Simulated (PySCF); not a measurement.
# Identify the compound

The spectra below were simulated for a compound C4H3N.

1H NMR (400 MHz, computed): δ 3.12 (d, J = 4.2 Hz, 2H), 2.00 (t, J = 4.2 Hz, 1H).

13C{1H} NMR (computed): δ 123.4, 80.0, 79.1, 8.5.

How the numbers were obtained: spin–spin couplings from B3LYP/pcJ-1, PBE0-D3(BJ)/def2-SVP structure, NMR shieldings at CAM-B3LYP/pcSseg-2/GIAO, in PySCF (isolated molecule, one conformer, averaged over atoms made equivalent by symmetry, fast rotation or ring inversion, relativity neglected).

Referencing at the same level of theory: 1H and 13C against TMS.

Q: Propose a structure and justify it.

A: 
- The formula gives 4 degrees of unsaturation (no ring in the answer).
- 4 carbon signals for 4 carbons: no two carbons are equivalent.
- Carbon types of the structure: 2 × C, 1 × CH, 1 × CH2, which accounts for all hydrogens.
- δC 123.4: nitrile carbon; typical of a nitrile.
- δC 80.0: terminal alkyne carbon; sp carbons lie upfield of alkene carbons because the cylindrical π system leaves one tensor component strongly shielded.
- δC 79.1: alkyne carbon; the triple bond shields along its axis, which puts it between sp3 and sp2 carbons.
- δC 8.5: sp3 CH2 α to a nitrile; saturated and bonded to C and H only.
- δH 3.12: hydrogen on an sp3 CH2 α to a nitrile.
- δH 2.00: hydrogen on a terminal alkyne carbon; it lies on the axis of the triple bond, in its shielding cone.

These data were computed for SMILES C#CCC#N.

This is the structure that produced the data.

Multiplet labels drop couplings under 1 Hz and merge nearly equal ones. Shifts are as computed, not scaled to solution data. Of 1211 compounds with measured shifts, 218 miss one by over three times the rms of a fit or turn the order of signals round; such compounds aren't used in these exercises.
